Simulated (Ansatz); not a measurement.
# What each rung costs and misses: atomization of C3H6, singlet

Geometry (MP2(full)/6-31G*, from the G2/97 set):

```yaml
atoms:
  - { symbol: C, position_ang: [0.0000, 0.8670, 0.0000] }
  - { symbol: C, position_ang: [0.7508, -0.4335, 0.0000] }
  - { symbol: C, position_ang: [-0.7508, -0.4335, 0.0000] }
  - { symbol: H, position_ang: [0.0000, 1.4558, 0.9105] }
  - { symbol: H, position_ang: [0.0000, 1.4558, -0.9105] }
  - { symbol: H, position_ang: [1.2607, -0.7279, -0.9105] }
  - { symbol: H, position_ang: [1.2607, -0.7279, 0.9105] }
  - { symbol: H, position_ang: [-1.2607, -0.7279, 0.9105] }
  - { symbol: H, position_ang: [-1.2607, -0.7279, -0.9105] }
```

Measured, as an electronic atomization energy: 3569.6 kJ/mol (G2/97 heats of formation of molecule and atoms, with zero-point and thermal terms from B3LYP taken off; Curtiss et al., J. Chem. Phys. 106, 1063 (1997), Staroverov et al., J. Chem. Phys. 119, 12129 (2003)). The measured value holds scalar relativity and spin–orbit coupling, which all computed ones lack, and core correlation, which the wave-function levels lack. Atoms are taken at the same level; beside RHF, RMP2 and RCC rows they are unrestricted. Ansatz 0.2.0; the 6-31G* set has Cartesian d functions; a miss is computed less measured; times are wall times on shared hosts and scatter by a factor of two or so.

| level | basis | miss (kJ/mol) | time of the run | hardware |
| --- | --- | --- | --- | --- |
| RHF | cc-pVDZ | -912.6 | 0.49 s | 1 CPU thread |
| RMP2 | cc-pVDZ | -208.8 | – | – |
| RCCSD(T) | cc-pVDZ | -244.5 | 1.4 s | 1 CPU thread |
| RCCSDT(Q) | cc-pVDZ | -243.2 | 7.5 s | H100 + 2 CPU threads |
| RHF | cc-pVTZ | -872.1 | 2 s | 1 CPU thread |
| RMP2 | cc-pVTZ | -42.4 | – | – |
| RCCSD(T) | cc-pVTZ | -80.2 | 2.7 s | H100 + 2 CPU threads |
| RCCSDT(Q) | cc-pVTZ | -80.7 | 8.8 min | H100 + 2 CPU threads |
| RHF | cc-pVQZ | -868.2 | – | – |
| RMP2 | cc-pVQZ | 3.3 | – | – |
| RCCSD(T) | cc-pVQZ | -36.9 | 4.8 s | H100 + 2 CPU threads |

HF's time is that of a plain UHF run. A dash: the level came out of a higher level's run.

A composite of the best parts (restricted reference, at this geometry, which isn't the minimum of the high levels):

```tsv
part	kJ/mol
Hartree–Fock limit (T, Q; exp(−5.46 √X))	2702.49
CCSD(T) correlation limit (T, Q; X⁻³)	860.17
CCSDT − CCSD(T) (TZ)	-2.83
(Q) (TZ)	2.29
sum	3562.1
sum less measured	-7.5
```
